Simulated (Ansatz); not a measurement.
System: ethanethiol, C₂H₆S (charge 0, singlet). 
Geometry from a B3LYP-D3(BJ)/def2-TZVP (Ansatz, an electronic-structure program) optimisation:
```
C
H 1 1.0895
H 1 1.0895 2 108.66
C 1 1.5216 2 110.62 3 -121.62
H 4 1.0912 1 111.13 2 -59.55
H 4 1.0912 5 108.12 1 122.21
H 4 1.0914 5 108.11 6 116.82
S 1 1.8346 2 108.91 3 118.50
H 8 1.3430 1 97.16 2 -59.17
```
Charge 0, spin multiplicity 1.

Computed values are from Ansatz. Cores are frozen in the correlated levels unless marked. UHF or UKS for open shells. No spin-orbit coupling. Non-relativistic. CBS marks a two-point X^-3 extrapolation of the correlation energy; Hartree-Fock from the larger set. [CCSD(T)-MP2]/basis is that difference in the basis named.

| Item | Value |
|---|---|
| atomisation energy De | 3220.9 kJ/mol at RI-MP2/CBS(aug-cc-pV(T+d)Z,aug-cc-pV(Q+d)Z)+[CCSD(T)-MP2]/aug-cc-pV(T+d)Z |
| total energy | -477.4866 Eh at RI-MP2/CBS(aug-cc-pV(T+d)Z,aug-cc-pV(Q+d)Z)+[CCSD(T)-MP2]/aug-cc-pV(T+d)Z |
| dipole moment | 1.63 D at CCSD(T)/aug-cc-pV(D+d)Z |
| T1 diagnostic | 0.009 at CCSD/aug-cc-pV(T+d)Z |
| measured enthalpy of formation, 298 K | -46.4 kJ/mol (G2/97 table in ASE (Curtiss et al.); older table, unchecked) |
| measured dipole moment | 1.52 D (NIST CCCBDB, as tabulated in the package chemicals; older table, unchecked) |
